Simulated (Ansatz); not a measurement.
Two isomers of C3H6N2O: A = `C=NC(=N)OC`, B = `COCN=C=N`.

Computed with Ansatz on PBE0-D4/def2-TZVP structures; ΔE is electronic, products minus reactants. CBS: MP2 limit from def2 TZ/QZ plus the TZ coupled-cluster correction, frozen cores. DFT in def2-TZVPP. B3LYP here is the variant with VWN-RPA as its local correlation; programs differ in this. Each species was taken in one conformer, which may not be the lowest.

Problem. Which is lower in electronic energy at CCSD(T)/CBS, and by how much? (An estimate is asked.)

Solution. The calculation gave: A, by 6.3 kcal/mol.

Problem. Give E(B) − E(A) in kcal/mol with B3LYP-D4, ωB97M-V, PBE-D4, PBE0-D4, r2SCAN-D4, B2PLYP, HF/def2-TZVPP. (Best estimate.)

Solution. Computed: B3LYP-D4 3.0, ωB97M-V 5.1, PBE-D4 1.6, PBE0-D4 3.1, r2SCAN-D4 2.0, B2PLYP 3.0, HF/def2-TZVPP 7.0. None reverses the order clearly.

Largest T1 diagnostic: 0.014.

From PBE to PBE0 (25 % exact exchange), in def2-TZVPP and without D4, E(B) − E(A) moves by +1.5 kcal/mol. In def2-TZVPP, CCSD(T) changes the Hartree–Fock value by −0.8 kcal/mol (the triples alone add −0.3 kcal/mol) and MP2 by −3.8 kcal/mol.
